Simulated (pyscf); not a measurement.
Single points on ωB97X-D3(BJ)/def2-SVP structures (PySCF, gas phase). Correlated levels are frozen-core, on RHF or UHF. ΔMP2 is the change of the MP2 total energy from the triple- to the quadruple-zeta basis.

Q: For the elementary gas-phase step hydrogen cyanide (HC≡N) → hydrogen isocyanide (C⁻≡NH⁺) (singlet surface; C–H broken, H–N formed), what barrier and reaction energy does CCSD(T)/def2-TZVPP + ΔMP2(QZVPP) give, measured from the reactant's lowest minimum found?

A: ΔE‡ = 198.9 kJ/mol, ΔE = +61.4 kJ/mol. Zero-point energy shifts the barrier by -14.4 kJ/mol. It is a hydrogen shift, with an imaginary mode of 1125i cm⁻¹. The CCSD(T) − MP2 part came from Ansatz, without density fitting, on the same reference.
